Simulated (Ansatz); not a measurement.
# SiNO+ (triplet): the correlation ladder, def2-QZVPP

An exercise on one series of results from a longer session: the logs are not shown, and one member is left open.

The runs use Ansatz 0.2.0, Gaussian basis; def2-QZVPP, core rule «outside noble gas», up to 7 orbitals frozen.

To be run: UHF; ROHF; CCSD(T) on UHF.

2 further runs of the same task are left out: 2 set aside as unsound or not needed.

### The geometry

The geometry is a PBE0/def2-TZVP stationary point (not a proven minimum) of the parent state, kept for this charge and spin.

3 atoms, charge 1, spin multiplicity 3.

Atoms are counted from 1 here; the program's logs count them from 0.

Bond lengths: N1–Si2 1.640 Å, Si2–O3 1.509 Å. Angles: N1–Si2–O3 180.0°.

The first run:

The input, in.yaml:

```yaml
crystal:
  periodic: [false, false, false]
  atoms:
    - {symbol: N, position_ang: [0.000000, 0.000000, 1.596300]}
    - {symbol: Si, position_ang: [0.000000, 0.000000, -0.043500]}
    - {symbol: O, position_ang: [0.000000, 0.000000, -1.552800]}
basis:
  gaussian: {orbitals: "def2-QZVPP.json"}
total_charge: 1
magnetization: {spin_polarized: true, initial_magnetization: 2}
hamiltonian: {xc: hf}
output: {orbitals: {seedname: orbitals}}
```

On the command line:

```sh
$ ansatz run in.yaml --threads 1 --pin off --events-out ev --progress --plain --max-ram 2393MiB
```

Steps of the session up to this table: UHF; ROHF; CCSD(T) on UHF.

One table of the session follows, with a row left open; its other results are not shown here.

| method | from UCCSD(T) (kJ/mol) |
| --- | --- |
| ROHF | +1391.2 |
| UHF | ? |
| UMP2 | +86.6 |
| UCCSD | +74.3 |
| UCCSD(T) | 0 |

Estimate the missing values for UHF.

As computed: from UCCSD(T) (kJ/mol): +1374.8. In the column «from UCCSD(T) (kJ/mol)» it lies between UMP2 (+86.6) and ROHF (+1391.2).
